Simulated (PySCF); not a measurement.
# Computed properties of allene (C₃H₄), SMILES C=C=C

allene (C₃H₄), SMILES C=C=C. Geometry optimised at B3LYP-D3(BJ)/def2-TZVP. One conformer was computed; it need not be the lowest. All values are computed for the isolated molecule unless a solvent is named; none is compared with measurement here.

**Structure.** The optimised structure has D2d symmetry. All 15 harmonic modes at B3LYP-D3(BJ)/def2-TZVP (PySCF) are real, so it is a minimum. With heavy atoms numbered as in [CH2:1]=[C:2]=[CH2:3], the shortest bond between them is C1–C2 at 1.300 Å and the longest C2–C3 at 1.300 Å.

**Vibrations.** The strongest infrared lines (harmonic, unscaled, degenerate partners summed) lie at 873 cm⁻¹ (117 km/mol, H 75 %, C 25 %), 2047 cm⁻¹ (86 km/mol, C 98 %), 372 cm⁻¹ (14 km/mol, C 65 %, H 35 %). The softest mode is at 372 cm⁻¹ and the zero-point energy is 34.5 kcal/mol.

**Electronic structure.** PBE0/def2-TZVPD (PySCF) places the frontier levels at -7.74 and 0.25 eV, a gap of 7.99 eV, and gives a dipole moment of 0.00 D and a mean polarisability of 40.4 bohr³. PBE/def2-TZVPD (PySCF) at the same geometry gives -6.56 and -0.76 eV, so its gap is 2.19 eV narrower. An orbital gap is neither the optical nor the fundamental gap.

**Excitations.** TDDFT-PBE0/def2-SVPD (PySCF) has S1 at 6.01 eV (206 nm, f = 0.000, dark); the most intense of the 10 singlets computed lies at 8.13 eV (f = 1.15). Strengths of degenerate partners are summed. T1 (TDA) is at 4.59 eV. TDDFT-PBE/def2-SVPD (PySCF) puts S1 at 5.86 eV. No vertical singlet excitation falls in the visible range (under 3.1 eV).

**NMR.** GIAO shifts at KT2/pcSseg-2 (PySCF) (non-relativistic, atoms alike by connectivity averaged): ¹³C from 71.7 to 216.8 ppm against TMS; ¹H at 4.8 ppm against TMS.

**Solvation.** SMD-B3LYP/6-31G* (PySCF) gives 1.2 kcal/mol in water, -1.9 kcal/mol in acetonitrile, -1.1 kcal/mol in ethanol (1 M in both phases, gas-phase geometry); of these solvents acetonitrile holds the molecule best.
